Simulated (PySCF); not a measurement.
chlorine (Cl₂), SMILES ClCl. The structure is a stationary point at PBE0-D3(BJ)/def2-TZVPD.

TDDFT-LC-ωPBE/def2-TZVPD (PySCF) puts the lowest singlet excitations at 3.87, 3.87, 6.98, 6.98, 8.99, 8.99 eV.

Problem. What are the lowest excitation roots from ADC(2)/aug-cc-pVDZ run with PySCF? (The exact figures need the calculation; the answer reports its results.)

Solution. 4.02, 4.02, 7.08, 7.08, 8.72, 8.72 eV. S1 differs by 0.15 eV (second minus first; roots are paired by order, and the bases may differ).
